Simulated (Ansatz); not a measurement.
A made-up structure of CH₃BN (charge -1), closed shell:

```
6
angstrom
B -0.7325 0.2235 -0.6115
N 0.3842 -0.0935 0.0906
C 1.4740 -0.3879 0.6326
H -1.4580 -0.6547 -1.0354
H 2.2768 -0.7423 1.2272
H 1.3434 -0.4749 1.7474
```

It is relaxed with PBE-D4/def2-SVPD and then PBE0-D4/def2-TZVPD (Ansatz 0.2.0). Atoms count as bonded within 1.22 times the sum of their covalent radii (H–H: 0.88 Å). The end point is not checked to be a true minimum.

**Question.** Does its bonding change? (Judge from chemistry; the calculation decides.)

**Answer.** Computed: No: no bond forms or breaks.

Where it ends: The first stage lowers the energy by 3.20 eV in 15 steps. It ends as CH₃BN ([BH][N][CH2]), total charge -1:
```json
{"atom": "B1", "x (Å)": "-0.5642", "y (Å)": "0.1182", "z (Å)": "-0.6673"}
{"atom": "N2", "x (Å)": "0.3715", "y (Å)": "-0.2202", "z (Å)": "0.1620"}
{"atom": "C3", "x (Å)": "1.3431", "y (Å)": "-0.4782", "z (Å)": "0.9931"}
{"atom": "H4", "x (Å)": "-1.4423", "y (Å)": "-0.5614", "z (Å)": "-1.1202"}
{"atom": "H5", "x (Å)": "2.3395", "y (Å)": "-0.7276", "z (Å)": "0.6267"}
{"atom": "H6", "x (Å)": "1.2403", "y (Å)": "-0.2606", "z (Å)": "2.0567"}
```

The highest PBE0 orbital of the anion lies well above zero, so the extra electron may be unbound in the gas phase

Labels in which every atom is bracketed show which atoms are joined, not bond orders.

For scale, one of the runs: PBE0-D4/def2-TZVPD relaxation, 138 basis functions, launched by `ansatz run in.yaml --threads 2 --pin off --events-out ev --progress --plain --max-ram 4352MiB`. Hardware: 2 CPU threads of an Arm Neoverse V2, shared host. Wall time about 15 s.
